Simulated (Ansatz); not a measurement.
System: rock-salt GdN. Method: PBE-D4 (plane waves, PAW; Ansatz, a quantum-chemistry and plane-wave program).

Numerical settings: plane-wave cutoff 500 eV, 14×14×14 k mesh, Fermi–Dirac smearing 0.05 eV, spin-polarised with parallel moments, scalar-relativistic PAW data made under PBE.

Computed at the level's own relaxed cell.

Task: Give the computed volume per atom, lattice parameter a and magnetic moment (largest site, within a sphere).

Result: 
* **volume per atom**: 15.07 Å³/atom
* **lattice parameter a**: 4.940 Å
* **magnetic moment (largest site, within a sphere)**: 6.86 μB

The run finds no gap.

Measured, for comparison: equilibrium volume per atom 15.38 Å³/atom (temperature not stated, not corrected to a static lattice; as tabulated in Natali et al. (2013), arXiv:1208.2410); lattice constant a 4.974 Å (temperature not stated, not corrected to a static lattice, our sources range from 4.974 to 4.990; as tabulated in Natali et al. (2013), arXiv:1208.2410). Computed (rounded) less measured: equilibrium volume per atom -2.0 %, lattice constant a -0.7 % (-0.7 % to -1.0 % over the range). A static lattice is as a rule a little smaller and stiffer than an uncorrected measurement, which narrows the difference in the lattice constant a and would widen misses of the other sign.

Note: the 4f shell is treated without U or exact exchange, so its levels and filling can be wrong.

Moments are spin moments.

Spin–orbit coupling is not included.

The computed numbers hold no vibrational or temperature effects.

It cost around 50 core-seconds (rough) of CPU time.
